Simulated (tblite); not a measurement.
C3H10P2S.
Geometry (GFN2-xTB, Å), atoms numbered from 1 in this order:
```xyz
16
C3H10P2S angstrom
C     -0.6999    1.6396    0.1237
P     -0.4964   -0.1544    0.4385
C     -1.7389   -0.9428   -0.6619
S     -0.6280   -0.6856    2.2965
C      1.1177   -0.5810   -0.3589
P      2.4535    0.4991    0.3704
H     -0.5431    1.8755   -0.9267
H      0.0216    2.1780    0.7382
H     -1.7069    1.9248    0.4280
H     -1.6039   -2.0231   -0.6197
H     -2.7267   -0.7038   -0.2690
H     -1.6519   -0.5937   -1.6885
H      1.0588   -0.4050   -1.4366
H      1.3145   -1.6399   -0.1701
H      2.3232   -0.0106    1.6593
H      3.4987   -0.3681    0.0653
```

Method: GFN2-xTB as coded in tblite; computed harmonic values from a numerical Hessian at the method's own geometry, unscaled. The method is semi-empirical: single wavenumbers can be off by several per cent or more. Modes of hydrogen on phosphorus can be 10 to 20 % off. One conformer, not necessarily the lowest.

Harmonic wavenumbers (cm⁻¹): 51.9, 123.1, 133.5, 149.5, 172.4, 188.8, 201.0, 232.5, 250.4, 274.9, 576.8, 661.1, 685.5, 728.4, 737.6, 759.4, 798.3, 810.2, 826.8, 879.7, 894.0, 912.3, 1030.3, 1108.6, 1127.0, 1302.9, 1307.1, 1376.3, 1404.8, 1415.3, 1419.4, 1432.2, 2296.3, 2349.1, 2930.1, 2931.9, 2990.3, 2993.3, 2997.3, 3000.1, 3006.2, 3011.2.

A = 2343, B = 1307, C = 1106 MHz; mass 139.998 u (most abundant isotopes); point group C1, symmetry number 1.

Question: Zero-point energy?

Answer: ½Σν̃ = 26239 cm⁻¹ = 75.02 kcal/mol.

Question: Give the ideal-gas entropy at 298.15 K and 1 bar in the rigid-rotor, harmonic-oscillator model (classical rotation).

Answer: Translation 40.75, rotation 28.94, vibration 28.61: S = 98.3 cal/(mol K).

Question: And Cp and H(298.15 K) − H(0)?

Answer: Cp = 36.72 cal/(mol K), of which vibrations give 28.78 (their classical limit is 42 R = 83.5); H(298.15 K) − H(0) = 6.93 kcal/mol without the zero-point energy, 4.56 from vibrations.

Question: How do the functions run with temperature in this model?

Answer: 
```tsv
T (K)	S (cal/(mol K))	Cp (cal/(mol K))	H − H(0) (kcal/mol)	G − H(0) (kcal/mol)	ln q(vib)
100	68.9	19.9	1.30	-5.59	1.41
200	85.4	28.5	3.73	-13.34	4.10
300	98.5	36.9	7.00	-22.56	6.74
500	120.9	50.9	15.87	-44.56	11.71
800	147.9	64.1	33.30	-85.05	18.48
1000	162.9	70.0	46.74	-116.16	22.55
```

q(vib) and H(0) count from the zero-point level.

Question: Which modes carry the vibrational entropy at 298.15 K?

Answer: 51.9 cm⁻¹: 4.74; 123.1 cm⁻¹: 3.05; 133.5 cm⁻¹: 2.89; 149.5 cm⁻¹: 2.68; 172.4 cm⁻¹: 2.41; 188.8 cm⁻¹: 2.24 cal/(mol K); the other 36 give 10.59 together.

Question: Blend soft modes into free rotors: weight 1/[1 + (100 cm⁻¹/ν̃)⁴] for the oscillator and the rest for a rotor with moment μB/(μ + B), μ = h/(8π²ν), B = 10⁻⁴⁴ kg m². What vibrational entropy results?

Answer: 27.22 cal/(mol K) in place of 28.61, which changes −T·S at 298.15 K by +0.41 kcal/mol.

Question: What must be added to the electronic energy to get the Gibbs energy at 298.15 K and 1 bar?

Answer: ZPE + [H(298.15 K) − H(0)] − T·S = 75.02 + 6.93 − 29.31 = 52.64 kcal/mol.

Hindered rotation and anharmonicity are outside this model. Other conformers, if any are populated, would add a mixing term that is left out. The structure is chiral; the term R ln 2 for an equal mix with its mirror image is left out.
